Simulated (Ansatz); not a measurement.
**C2H2F (SMILES C=[C]F) at 6 levels**

We compute a comparison of 6 runs (U-wB97M-V/STO-3G, UB2PLYP/STO-3G, UBHLYP/STO-3G, UHSE06/STO-3G, UMP2/STO-3G, UCCSDT(Q)/STO-3G) of C2H2F. 

The results are computed with Ansatz 0.2.0.

52 further runs of the same task are left out: 1 that didn't finish, 51 set aside as unsound or not needed.

## (1) The structure to begin with

C2H2F: 5 atoms, total charge 0, spin state doublet. As SMILES, `C=[C]F`. The C2–C1 distance was set to 1.964 Å, away from the relaxed value.

Bond lengths: C2–F3 1.302 Å, C1–H4 1.087 Å, C1–H5 1.080 Å. Angles: H4–C1–H5 119.4°. A long bond or contact: C1–C2 1.964 Å.

## (2) The energy at U-wB97M-V/STO-3G (run 1)

Input file job.yaml:

```yaml
crystal:
  periodic: [false, false, false]
  atoms:
    - symbol: C
      position_ang: [1.028684, -0.497469, -0.210964]
    - symbol: C
      position_ang: [-0.592700, 0.393700, 0.447100]
    - symbol: F
      position_ang: [-1.725600, 0.629500, -0.148900]
    - symbol: H
      position_ang: [1.075184, -0.887469, -1.224764]
    - symbol: H
      position_ang: [1.885684, -0.603269, 0.438136]
basis:
  gaussian:
    orbitals: STO-3G
magnetization:
  spin_polarized: true
  initial_magnetization: 1
hamiltonian:
  xc: {name: wB97M-V}
accuracy: high
```

On the command line:

```bash
$ ansatz run job.yaml --threads 1 --pin off --max-ram 2610MiB --events-out events.jsonl --progress --plain --runs-dir runs
```

The log of the run:

```text
Warning: RAYON_NUM_THREADS=1 ignored (pool sized by the plan → 1); use --threads N
Functional definition: wB97M-V
  name "wB97M-V"
  parameter omega = 0.3/bohr
  parameter cx = 0.15
  parameter cx01 = 1.007
  parameter cx10 = 0.259
  parameter css00 = 0.443
  parameter css04 = -1.437
  parameter css10 = -4.535
  parameter css20 = -3.390
  parameter css43 = 4.278
  parameter cos00 = 1.000
  parameter cos10 = 1.358
  parameter cos20 = 2.924
  parameter cos21 = -8.812
  parameter cos60 = -1.390
  parameter cos61 = 9.142
  parameter b = 6.0
  parameter c = 0.01
  gx(w, u) = 1 - cx + cx01*u + cx10*w
  gss(w, u) = css00 + css04*u^4 + css10*w + css20*w^2 + css43*w^4*u^3
  gos(w, u) = cos00 + cos10*w + (cos20 + cos21*u)*w^2 + (cos60 + cos61*u)*w^6
  exchange = spin_sum(e_x_unif_sr(omega)*gx(b97_w, b97_u_x)) + cx*exact_x_sr(omega) + exact_x_lr(omega)
  correlation = spin_sum(e_c_pw_mod_same_spin*gss(b97_w, b97_u_same))
      + integral(e_c_pw_mod_opposite_spin*gos(b97_w_opposite, b97_u_opposite)) + vv10(b, c)
289 factors; integrals over basis functions are off by at most 4.7e-8 eV
141 factors; integrals over basis functions are off by at most 7.8e-10 eV
mean field evaluation 1: about -4749.5766 eV, gradient 8.6e0 eV
mean field evaluation 2: about -4749.8904 eV, gradient 7.1e0 eV
mean field evaluation 4: about -4750.3293 eV, gradient 7.5e-1 eV
mean field evaluation 8: about -4750.3216 eV, gradient 1.7e-1 eV
mean field evaluation 16: about -4750.3242 eV, gradient 2.7e-4 eV
mean field evaluation 32: about -4750.3269 eV, gradient 1.9e-8 eV
mean field -4750.32689709 eV, -174.5712935809 hartree, gradient 1.9e-8 eV, S^2 0.871215; 2 other end points of the search recorded, 0 dependent functions left out
reference -4750.32689901 eV, -174.5712936516 hartree; 12, 11 occupied and 5, 6 virtual orbitals, 289 factors
Total energy: -4750.32689901 eV, -174.5712936516 hartree
```

Wall time 13 s (1 thread of AMD EPYC 9R45 (Zen 5), shared host); peak memory 0.46 GiB.

## (3) The energy at UB2PLYP/STO-3G (run 2)

Input file in.yaml:

```yaml
basis:
  gaussian: {orbitals: STO-3G}
crystal:
  periodic: [false, false, false]
  atoms:
    - {symbol: C, position_ang: [1.028684, -0.497469, -0.210964]}
    - {symbol: C, position_ang: [-0.592700, 0.393700, 0.447100]}
    - {symbol: F, position_ang: [-1.725600, 0.629500, -0.148900]}
    - {symbol: H, position_ang: [1.075184, -0.887469, -1.224764]}
    - {symbol: H, position_ang: [1.885684, -0.603269, 0.438136]}
accuracy: high
magnetization: {spin_polarized: true, initial_magnetization: 1}
correlation: {frozen_orbitals: {C: 1, F: 1, H: 0}}
hamiltonian: {xc: {name: B2PLYP}}
```

On the command line:

```bash
$ ansatz run in.yaml --threads 1 --pin off --max-ram 2610MiB --events-out events.jsonl --progress --plain --runs-dir runs
```

The log of the run, cut to the lines that bear on the results:

```text
Warning: RAYON_NUM_THREADS=1 ignored (pool sized by the plan → 1); use --threads N
Functional definition: B2PLYP
  name "B2PLYP"
[...]
289 factors; integrals over basis functions are off by at most 4.7e-8 eV
[...]
mean field -4743.14894516 eV, -174.3075087128 hartree, gradient 2.4e-8 eV, S^2 1.340009; 6 other end points of the search recorded, 0 dependent functions left out
3 core orbitals not correlated: weight in the atoms' cores, before any rotation towards them, 1.000 or more for the frozen orbitals, at most 0.000 for the correlated occupied ones
reference -4743.14896025 eV, -174.3075092674 hartree; 9, 8 occupied and 5, 6 virtual orbitals, 289 factors
second order -3.93401369 eV of doubles, -0.00000000 eV of singles
Total energy: -4744.21114395 eV, -174.3465437982 hartree
```

It took 2.8 s on 1 thread of AMD EPYC 9R45 (Zen 5), shared host.

## (4) A single-point energy at UBHLYP/STO-3G (run 3)

job.yaml, as its differences from that of step 2:

```diff
@@ -14,9 +14,5 @@
 basis:
-  gaussian:
-    orbitals: STO-3G
-magnetization:
-  spin_polarized: true
-  initial_magnetization: 1
-hamiltonian:
-  xc: {name: wB97M-V}
+  gaussian: {orbitals: STO-3G}
+magnetization: {spin_polarized: true, initial_magnetization: 1}
+hamiltonian: {xc: {name: BHLYP}}
 accuracy: high
```

On the command line:

```bash
$ ansatz run job.yaml --threads 1 --pin off --max-ram 2610MiB --events-out events.jsonl --progress --plain --runs-dir runs
```

The log of the run:

```text
Warning: RAYON_NUM_THREADS=1 ignored (pool sized by the plan → 1); use --threads N
Functional definition: BHLYP
  name "BHLYP"
  parameter a = 0.5
  exchange = (1 - a)*b88_x + a*exact_x
  correlation = lyp_c
289 factors; integrals over basis functions are off by at most 4.7e-8 eV
mean field evaluation 1: about -4747.6582 eV, gradient 8.1e0 eV
mean field evaluation 2: about -4747.7889 eV, gradient 8.6e0 eV
mean field evaluation 4: about -4748.5117 eV, gradient 8.3e-1 eV
mean field evaluation 8: about -4748.5768 eV, gradient 4.3e-2 eV
mean field evaluation 16: about -4748.5863 eV, gradient 1.3e-3 eV
mean field evaluation 32: about -4748.4370 eV, gradient 2.0e0 eV
mean field evaluation 64: about -4748.5863 eV, gradient 1.1e-2 eV
mean field -4748.75961620 eV, -174.5136970704 hartree, gradient 2.5e-8 eV, S^2 1.290462; 6 other end points of the search recorded, 0 dependent functions left out
reference -4748.75963231 eV, -174.5136976624 hartree; 12, 11 occupied and 5, 6 virtual orbitals, 289 factors
Total energy: -4748.75963231 eV, -174.5136976624 hartree
```

Wall time 1.9 s (1 thread of AMD EPYC 9R45 (Zen 5), shared host).

Runs 4 to 5 aren't shown in full; the table further down has their settings and results.

## (5) A single-point energy at UCCSDT(Q)/STO-3G (run 6)

Input file job.yaml:

```yaml
crystal:
  periodic: [false, false, false]
  atoms:
    - {symbol: C, position_ang: [1.028684, -0.497469, -0.210964]}
    - {symbol: C, position_ang: [-0.592700, 0.393700, 0.447100]}
    - {symbol: F, position_ang: [-1.725600, 0.629500, -0.148900]}
    - {symbol: H, position_ang: [1.075184, -0.887469, -1.224764]}
    - {symbol: H, position_ang: [1.885684, -0.603269, 0.438136]}
basis:
  gaussian: {orbitals: STO-3G}
magnetization: {spin_polarized: true, initial_magnetization: 1}
correlation: {method: ccsdt_q, frozen_orbitals: {C: 1, F: 1, H: 0}}
accuracy: high
scf: {omitted_lower_state_checks: [cluster_reference, increment]}
```

On the command line:

```bash
$ ansatz run job.yaml --threads 1 --pin off --max-ram 2610MiB --events-out events.jsonl --progress --plain --runs-dir runs
```

The log of the run:

```text
Warning: RAYON_NUM_THREADS=1 ignored (pool sized by the plan → 1); use --threads N
[... 15 lines left out ...]
3 core orbitals not correlated: weight in the atoms' cores, before any rotation towards them, 1.000 or more for the frozen orbitals, at most 0.000 for the correlated occupied ones
[... 98 lines left out ...]
Total energy: -4732.23114475 eV, -173.9062869482 hartree
Checks for a lower state left out: cluster_reference, increment
```

It took 1.7 s on 1 thread of AMD EPYC 9R45 (Zen 5), shared host.

## (6) Overview of the runs

```csv
run,level,frozen core orbitals,energy (Eh),⟨S²⟩,wall time
1,U-wB97M-V/STO-3G,–,-174.571294,0.871,13 s
2,UB2PLYP/STO-3G,3,-174.346544,1.340,2.8 s
3,UBHLYP/STO-3G,–,-174.513698,1.290,1.9 s
4,UHSE06/STO-3G,–,-174.408578,1.199,1.4 s
5,UMP2/STO-3G,3,-173.846534,1.825,0.12 s
6,UCCSDT(Q)/STO-3G,3,-173.906287,1.825,1.7 s
```

## (7) What came out

| quantity | value |
| --- | --- |
| run 6: total energy | -173.90629 Eh |
| run 6: correlation energy (3 core orbitals frozen) | -144.4 mEh |
| run 6: ⟨S²⟩ of the reference determinant | 1.825 |
| run 6: T1 diagnostic | 0.055 |

Totals of different functionals can't be ranked against each other. In runs 1, 2, 3, 4, 5, 6 the basis is minimal, so the values are rough. Spin contamination of the reference: run 5 ⟨S²⟩ = 1.82, run 6 ⟨S²⟩ = 1.82, run 2 ⟨S²⟩ = 1.34, run 3 ⟨S²⟩ = 1.29, run 4 ⟨S²⟩ = 1.20, run 1 ⟨S²⟩ = 0.87. Where it is this large, the reference is a mixture of spin states, and values that rest on it are in doubt. All runs together took 21 s, the longest 13 s.
